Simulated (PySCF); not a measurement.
Metal–ligand bonds in Zn(OCH3)1–Y. Gas-phase values, no solvent. One relaxed conformer stands for each flexible species; it need not be the lowest. Multiplicities are imposed; where one is given, others were not computed. Strings in code marks are SMILES.

Method: BP86-D3(BJ)/def2-TZVP // BP86-D3(BJ)/def2-SVP run with PySCF. All candidates: neutral, multiplicity 2. 

The highest occupied spin orbital is -5.66 eV and the dipole moment comes out as 1.72 D.

Question: Which member has these values?
A) `C[N]C`
B) `[CH3]`
C) `[NH2]`
D) `C[O]`

Answer: A, `C[N]C`. The others give `[NH2]`: -7.34 eV, 1.93 D; `C[O]`: -6.10 eV, 2.14 D; `[CH3]`: -5.46 eV, 0.00 D
